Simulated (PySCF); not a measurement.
chlorine (Cl₂), SMILES ClCl. Geometry optimised at B3LYP-D3(BJ)/def2-TZVPD.

TDA-PBE/def2-TZVPD in PySCF puts the lowest singlet excitations at 3.39, 3.39, 5.94, 5.94, 7.94, 7.94 eV and the lowest triplet (TDA) at 2.50 eV.

Q: What are the lowest singlet roots from EOM-CCSD/aug-cc-pVDZ in PySCF? (The exact figures need the calculation; the answer reports its results.)

A: 3.79, 3.79, 6.50, 6.50, 8.85, 8.85 eV; triplets 2.98, 2.98, 5.89 eV. S1 differs by 0.41 eV (second minus first; roots are paired by order, and the bases may differ).
